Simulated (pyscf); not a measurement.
PySCF, gas phase, ωB97X-D3(BJ)/def2-SVP geometries.

Task: PBE/def2-TZVP puts the barrier of `[CH3][Ga]([CH3])[CH3]` + `[CH3]` [doublet] → `[CH3][CH3]` + `[CH3][Ga][CH3]` [doublet] (substitution at C; doublet surface; C–Ga broken, C–C formed) at 0.90 eV and the reaction energy at -0.91 eV, from the separated reactants. What do r²SCAN/def2-TZVP, M06-2X/def2-TZVP, ωB97M-D3(BJ)/def2-TZVP give on the same structures?

Result: r²SCAN: ΔE‡ = 1.12 eV, ΔE = -0.70 eV; M06-2X: ΔE‡ = 1.25 eV, ΔE = -0.88 eV; ωB97M-D3(BJ): ΔE‡ = 1.38 eV, ΔE = -0.84 eV. PBE's barrier lies under all of them, by 0.22 to 0.48 eV. Its reaction energy lies under all of them, by 0.03 to 0.22 eV. One saddle was located; it need not be the lowest between these sides. The angle at the attacked C is 162°. Elements up to Kr have no core potential and no relativistic terms here.
